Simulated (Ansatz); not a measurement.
Species: CS2, charge 1, doublet. CS2+ (parent SMILES S=C=S, doublet).
B3LYP-D3(BJ)/def2-TZVP minimum from Ansatz (a quantum-chemistry and plane-wave program):
```
C
S 1 1.5517
S 1 1.5517 2 180.00
```
Charge +1, spin multiplicity 2.

Total energies in cc-pV(T+d)Z, 15 correlated electrons, 11 frozen orbitals. Radicals and triplets start from unrestricted determinants; spin-orbit coupling is neglected. Correlated methods leave the cores frozen. No relativity. The UHF reference of CS2+ (parent SMILES S=C=S, doublet) is spin-contaminated (<S^2> up to 0.28 over the pure value in the sets run). The spin of CS2+ (parent SMILES S=C=S, doublet) was assumed, and the state is the lowest solution found for it.

```json
[
 {"method": "HF", "program": "Ansatz", "energy (Eh)": "-832.65160", "minus CCSDT(Q) (mEh)": "500.64"},
 {"method": "MP2", "program": "Ansatz", "energy (Eh)": "-833.07525", "minus CCSDT(Q) (mEh)": "77.00"},
 {"method": "CCSD", "program": "Ansatz", "energy (Eh)": "-833.11702", "minus CCSDT(Q) (mEh)": "35.22"},
 {"method": "CCSD(T)", "program": "Ansatz", "energy (Eh)": "-833.14712", "minus CCSDT(Q) (mEh)": "5.13"},
 {"method": "CCSDT(Q)", "program": "Ansatz", "energy (Eh)": "-833.15225", "minus CCSDT(Q) (mEh)": "0.00"}
]
```

Rough core times of Ansatz's runs on a shared machine: CCSD(T) 30 s, CCSDT(Q) 40 min.
